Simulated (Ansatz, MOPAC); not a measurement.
System: BeH, net charge 1, singlet state. SMILES: [BeH+]

Atoms: Be1, H2. Bonds: Be1-H2.

Bond lengths (Å) and angles (degrees) optimised at AM1 with MOPAC; PM3 with MOPAC; PBE/6-31G* with Ansatz (a quantum-chemistry and plane-wave program); B3LYP/LANL2DZ with Ansatz, each started from the B3LYP-D3(BJ)/def2-TZVP structure (Ansatz) of the last column. A row stands for all coordinates that are equal there. 6-31G* holds six Cartesian d functions.

```csv
coordinate,AM1,PM3,PBE/6-31G*,B3LYP/LANL2DZ,B3LYP-D3(BJ)/def2-TZVP
Be1-H2,1.444,1.273,1.338,1.337,1.322
```

Mean signed difference of all 1 bond lengths from B3LYP-D3(BJ)/def2-TZVP: AM1 0.122 Å, PM3 -0.049 Å, PBE/6-31G* 0.016 Å, B3LYP/LANL2DZ 0.015 Å.
